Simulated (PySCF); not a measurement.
Gas-phase reaction: 2 SiHCl + 2 H₂SiO + 3 Cl₂ = 2 SiH₂Cl + 2 SiCl₃OH

Computed with PySCF and rigid-rotor harmonic-oscillator thermochemistry at 1 bar. † marks an energy on the PBE0/def2-TZVP geometry and frequencies. CCSD(T) freezes the core. Open shells (unrestricted): SiH₂Cl (multiplicity 2); the rest are closed-shell singlets. SiHCl, H₂SiO, SiH₂Cl, SiCl₃OH: computed as isolated molecules; such fragments, hydroxides, amides, oligomers or adducts are transient or little studied in the gas. CCSD(T) isn't extrapolated to the basis-set limit. Warning, large T1 diagnostic: H₂SiO (CCSD(T)/def2-TZVPP†).

BLYP/def2-TZVP† gives ΔH°(298 K) = -1314 kJ.

Problem. What do ωB97X-V/def2-TZVP†, r2SCAN/def2-TZVP†, CCSD(T)/def2-TZVPP† give?

Solution. ωB97X-V/def2-TZVP†: -1555 kJ; r2SCAN/def2-TZVP†: -1602 kJ; CCSD(T)/def2-TZVPP†: -1521 kJ. For scale, ΔH°(298 K) is -1314 kJ at this level, -1516 kJ at ωB97M-V/def2-TZVP†, and runs from -1648 to -717 kJ over the 20 levels computed.
